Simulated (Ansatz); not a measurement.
bcc V, treated with r²SCAN+rVV10 (Ansatz, an electronic-structure program, PAW).

Settings: plane-wave cutoff 560 eV, 26×26×26 k mesh, Fermi–Dirac smearing 0.05 eV, no spin polarisation, scalar-relativistic PAW data made under PBE.

Equation-of-state points:

```tsv
V (Å³/atom)	E − E_lowest (meV/atom)	P (GPa)
12.380	31.90	13.62
12.643	13.67	8.63
12.906	3.27	4.09
13.170	0.00	-0.05
13.433	3.22	-3.81
13.697	12.33	-7.23
13.960	26.81	-10.34
```

Question: Estimate the bulk modulus from the pressures at 12.906 and 13.433 Å³/atom, and compare it with a fit to all energies.

Answer: B = −V dP/dV. Between V = 12.906 and 13.433 Å³/atom, dP/dV = (-3.81 − (4.09))/(13.433 − 12.906) = -15.0 GPa per Å³/atom; at the midpoint 13.169 Å³/atom this gives B ≈ 197 GPa. The third-order Birch–Murnaghan fit gives V0 = 13.167 Å³/atom, B0 = 197 GPa, B′ = 3.7, which lies within 1 % of that estimate.

Measured, for comparison: bulk modulus 161 GPa (corrected for temperature and zero-point phonon effects, our sources range from 159 to 166; as tabulated in Levämäki et al. (2014), arXiv:1402.3671); equilibrium volume per atom 13.79 Å³/atom (static lattice: zero-point anharmonic expansion removed; as tabulated in Mejia-Rodriguez and Trickey (2018), arXiv:1807.09216). Computed (rounded) less measured: bulk modulus +22 % (+19 % to +24 % over the range), equilibrium volume per atom -4.5 %.

Computed values are for the static lattice.

It cost about 2.1 core-minutes (a rough figure) of CPU time.
